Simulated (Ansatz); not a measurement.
Tetradymite Bi₂Se₃ was calculated with LDA in Ansatz (plane waves, PAW).

Settings: plane-wave cutoff 520 eV, 10×10×10 k mesh, Fermi–Dirac smearing 0.01 eV, scalar-relativistic PAW data made under PBE.

The cell is scaled about its equilibrium volume:

Shape and atoms are relaxed at each volume.

```json
[
 {"V (Å³/atom)": "26.057", "P (GPa)": "2.16", "c (Å)": "27.371", "a (Å)": "4.061"},
 {"V (Å³/atom)": "26.600", "P (GPa)": "0.99", "c (Å)": "27.629", "a (Å)": "4.084"},
 {"V (Å³/atom)": "27.143", "P (GPa)": "0.01", "c (Å)": "27.918", "a (Å)": "4.104"},
 {"V (Å³/atom)": "27.686", "P (GPa)": "-0.77", "c (Å)": "28.241", "a (Å)": "4.121"},
 {"V (Å³/atom)": "28.229", "P (GPa)": "-1.30", "c (Å)": "28.647", "a (Å)": "4.131"}
]
```

Note: the gap of the solid is closed in this run; this level leaves the solid without a gap, although one is measured; the bulk modulus comes from volumes at which shape and atoms were relaxed.

Ansatz is a first-principles code.
